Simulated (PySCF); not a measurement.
Compound: silicon chloride cation, SiCl (charge +1 and singlet state).
Cartesian coordinates in Å at the PBE0-D3(BJ)/def2-SVP level; atoms count from 1:
```xyz
2
SiCl angstrom
Si     1.029   -0.040    0.005
Cl    -0.945    0.012   -0.017
```

Level of theory: PBE0-D3(BJ)/def2-SVP geometry optimisation, gas phase in PySCF.

Take the most abundant isotopes and a rigid rotor. 

(1) What are the moment of inertia and the rotational constant?

(2) List the first levels of a rigid rotor in a Σ state.

(3) Where do the first rotational lines fall?

(4) Estimate the classical rotational partition function at 25 K, 200 K and 500 K.

Results:

(1) I = 60.605 u·Å², B = 505379 MHz·u·Å²/I = 8339 MHz (0.2782 cm⁻¹, or 0.400 K as hB/k). For two atoms I = μr² with μ = 15.5423 u and r = 1.9747 Å.

(2) E(J) = BJ(J+1): J = 1: 0.556, J = 2: 1.669, J = 3: 3.338, J = 4: 5.563, J = 5: 8.345, J = 6: 11.683 cm⁻¹.

(3) The dipole is 3.65 D (about the centre of mass, as the species is charged); J+1 ← J lies at 2B(J+1): 1 ← 0 at 16.68 GHz, 2 ← 1 at 33.36 GHz, 3 ← 2 at 50.03 GHz, 4 ← 3 at 66.71 GHz, 5 ← 4 at 83.39 GHz, 6 ← 5 at 100.07 GHz.

(4) Point group C∞v, symmetry number σ = 1; q = kT/(σhB), k/h = 20836.6 MHz/K: 62.5 at 25 K, 500 at 200 K, 1250 at 500 K.

No PBE0-D3(BJ)/def2-SVP frequencies stand behind this structure, so it isn't proved a minimum. Constants of a rigid frame at the computed geometry: no zero-point averaging, no centrifugal distortion.

Hardware: an Arm Neoverse V1 with one thread, on a shared host. Cost: 1.1 s wall, 0.25 GiB resident at most. These figures are those of the optimisation.
